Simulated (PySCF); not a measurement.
P2F4.
InChI=1S/F4P2/c1-5(2)6(3)4

Torsions of this conformer, `[F:1][P:2]([F:3])[P:4]([F:5])[F:6]`: F1–P2–P4–F5 -179°.

The closed-shell ground state was solved at several levels (PySCF, density fitting, gas phase, non-relativistic). The structure is a single PBE0-D3(BJ)/def2-SVP conformer in the gas phase; no vibrational or solvent corrections.

```
              level  basis functions  HOMO (eV)  LUMO (eV)  gap (eV)  dipole (D)
CAM-B3LYP/def2-SVPD              140      -8.90      -0.87      8.03        0.04
       KT2/pcSseg-2              230      -6.34      -2.90      3.44        0.04
```

**Question.** Estimate the row for PBE0/pcSseg-1, a basis of 116 functions; the other rows only guide the guess.

**Answer.** HOMO -7.49 eV, LUMO -1.76 eV, gap 5.73 eV, dipole 0.05 D.

**Question.** Over all these levels, which gives the widest orbital gap and which the narrowest?

**Answer.** CAM-B3LYP/def2-SVPD (range-separated hybrid) has the widest, 8.03 eV, and KT2/pcSseg-2 (GGA) the narrowest, 3.44 eV. Functional and basis both differ between the two, so the spread mixes both effects.

**Question.** How far do the dipole and the HOMO energy spread over the levels?

**Answer.** The dipole runs from 0.04 to 0.05 D (mean 0.05 D) and the HOMO from -8.90 to -6.34 eV.
